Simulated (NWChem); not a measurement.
# UBOP/jorge-DZP-DKH (DKH3, esp esp) run of SiPH4 (SMILES [SiH2]P)

What is the vertical electron affinity of SiPH4 at UBOP/jorge-DZP-DKH (DKH3, esp esp)? 

The calculation is run with NWChem 7.3.0.

3 further runs of the same task are left out: 3 set aside as unsound or not needed.

### Step 1. Starting point

SiPH4 has 6 atoms, charge 0, and is taken as a doublet. SMILES: `[SiH2]P`. The coordinates come from a GFN2-xTB relaxation. This is one conformer, not always the lowest.

Bond lengths: Si1–P2 2.220 Å, Si1–H3 1.467 Å, Si1–H4 1.466 Å, P2–H5 1.384 Å, P2–H6 1.384 Å. Angles: Si1–P2–H5 96.4°, Si1–P2–H6 96.4°, P2–Si1–H3 109.7°, P2–Si1–H4 109.7°, H5–P2–H6 92.6°, H3–Si1–H4 109.1°.

### Step 2. The energy at UBOP/jorge-DZP-DKH (DKH3, esp esp)

File struct.nw:

```
start struct
title "H4PSi"
memory stack 880 mb heap 220 mb global 1100 mb
geometry units angstrom noautosym nocenter
  zmatrix
    Si
    P 1 2.21961
    H 1 1.4665 2 109.73048
    H 1 1.466478 3 109.14001 2 -120.27962
    H 2 1.384327 1 96.40713 4 -73.69386
    H 2 1.384371 5 92.61215 1 96.73827
  end
end
basis "ao basis" spherical bse
  * library jorge-DZP-DKH
end
relativistic
  douglas-kroll dk3
end
dft
  xc bop
  mult 2
  grid fine
  convergence energy 1e-08
  iterations 200
  mulliken
end
esp
  recalculate
end
task dft
task esp
```

On the command line:

```bash
nwchem struct.nw > struct.out
```

Standard output:

```text
[...]
          Wavefunction type:  spin polarized.
          No. of atoms     :     6
          No. of electrons :    33
[...]
          Charge           :     0
          Spin multiplicity:     2
[...]
          AO basis - number of functions:    68
[...]
              XC Information
              --------------
                          BOP Method XC Functional
                    Becke 1988 Exchange Functional  1.000
                  OP_Becke88 Correlation Potential  1.000
[...]
 d= 0,ls=0.0,diis     1   -634.5438230865 -7.18D+02  4.70D-03  1.25D+00     4.8
[...]
 d= 0,ls=0.0,diis    10   -634.5762066436 -7.03D-10  3.51D-07  4.51D-10    24.7
[...]
         Total DFT energy =     -634.576206643554
      One electron energy =    -1043.314045609554
           Coulomb energy =      371.159644332325
    Exchange-Corr. energy =      -45.744777506101
 Nuclear repulsion energy =       83.322972139775
[...]
      Total Density - Mulliken Population Analysis
     ---------------------------------------------
    Atom       Charge   Shell Charges
 -----------   ------   -------------------------------------------------------
    1 Si  14    13.89   0.40  0.80  0.69  0.14  1.95  1.01  0.41  5.33  0.72  1.39  0.92  0.13
    2 P   15    14.99   0.34  0.75  0.74  0.16  1.98  1.14  0.52  5.45  0.67  1.76  1.39  0.10
    3 H    1     1.06   0.76  0.29  0.01
    4 H    1     1.06   0.76  0.29  0.01
    5 H    1     1.00   0.76  0.22  0.02
    6 H    1     1.00   0.76  0.22  0.02
[...]
      <S2> =      0.7516 (Exact =     0.7500)
[...]
 Dipole moment                                  0.283007
 Quadrupole moment Qxx                          0.627670
                   Qyy                          0.141529
                   Qzz                         -0.769199
[...]
```

It took 26 s on 1 thread of Intel Xeon at 2.60GHz (Ice Lake), shared host; peak memory 0.12 GiB.

### Step 3. The singlet anion at the same level

File h4psi.nw:

```
start h4psi
title "H4PSi"
memory 2200 mb
charge -1

geometry noautosym nocenter noautoz
  Si    0.127020   -0.986120   -0.104660
  P    -0.338670    1.170000    0.142220
  H    -0.300620   -1.724700    1.087920
  H    -0.579260   -1.514310   -1.276300
  H     0.434680    1.617150   -0.915300
  H     0.656850    1.437980    1.066130
end

basis spherical bse
  Si library jorge-DZP-DKH
  P library jorge-DZP-DKH
  H library jorge-DZP-DKH
end

relativistic
  douglas-kroll dk3
end

dft
  xc bop
  grid fine
  convergence energy 1e-08
  maxiter 150
  mulliken
end

esp
  recalculate
end

task dft energy
task esp
```

On the command line:

```bash
nwchem h4psi.nw > h4psi.out
```

Standard output:

```text
[...]
          Wavefunction type:  closed shell.
          No. of atoms     :     6
          No. of electrons :    34
[...]
          Charge           :    -1
          Spin multiplicity:     1
[...]
          AO basis - number of functions:    68
[...]
              XC Information
              --------------
                          BOP Method XC Functional
                    Becke 1988 Exchange Functional  1.000
                  OP_Becke88 Correlation Potential  1.000
[...]
 d= 0,ls=0.0,diis     1   -634.4105994665 -7.18D+02  4.00D-02  7.28D+00     4.4
[...]
 d= 0,ls=0.0,diis    11   -634.5912167244 -8.75D-10  4.03D-07  3.35D-10    22.8
         Total DFT energy =     -634.591216724414
      One electron energy =    -1050.906424695837
           Coulomb energy =      378.969244408157
    Exchange-Corr. energy =      -45.976996974891
 Nuclear repulsion energy =       83.322960538157
[...]
      Total Density - Mulliken Population Analysis
     ---------------------------------------------
    Atom       Charge   Shell Charges
 -----------   ------   -------------------------------------------------------
    1 Si  14    14.36   0.40  0.80  0.69  0.14  1.95  0.95  0.52  5.33  0.73  1.32  1.41  0.11
    2 P   15    15.13   0.34  0.75  0.74  0.16  1.98  1.11  0.54  5.45  0.67  1.72  1.55  0.11
    3 H    1     1.18   0.77  0.40  0.01
    4 H    1     1.18   0.77  0.40  0.01
    5 H    1     1.07   0.77  0.28  0.02
    6 H    1     1.07   0.77  0.28  0.02
[...]
 Dipole moment                                  0.351423
 Quadrupole moment Qxx                          1.644475
                   Qyy                         -5.150090
                   Qzz                          3.505615
[...]
```

It took 24 s on 1 thread of Intel Xeon at 2.60GHz (Ice Lake), shared host; peak memory 0.12 GiB.

### Step 4. Outcome

Level: UBOP/jorge-DZP-DKH (DKH3, esp esp).

| quantity | value |
| --- | --- |
| doublet SiPH4: total energy | -634.57621 Eh |
| doublet SiPH4: dipole moment | 0.68 D |
| doublet SiPH4: HOMO energy (highest over α and β) | -4.49 eV |
| doublet SiPH4: LUMO energy (lowest over α and β) | -3.32 eV |
| doublet SiPH4: ⟨S²⟩ | 0.752 |
| singlet anion: total energy | -634.59122 Eh |
| singlet anion: HOMO energy | 2.55 eV |
| singlet anion: LUMO energy | 5.27 eV |
| singlet anion: HOMO–LUMO gap (to an unbound level, set by the basis) | 2.72 eV |
| vertical electron affinity (to the singlet anion) | 0.408 eV |

In words: At fixed nuclei the extra electron is bound by 0.41 eV (9.4 kcal/mol). The basis has no diffuse functions, so the error can be as large as this value. Mulliken charges (doublet SiPH4) run from -0.06 on H3 to +0.11 on Si1. Mulliken charges (singlet anion) run from -0.36 on Si1 to -0.07 on H5. The HOMO (singlet anion) lies at positive energy, 2.55 eV, as semi-local functionals often give for anions; only total energies tell whether the electron is bound.
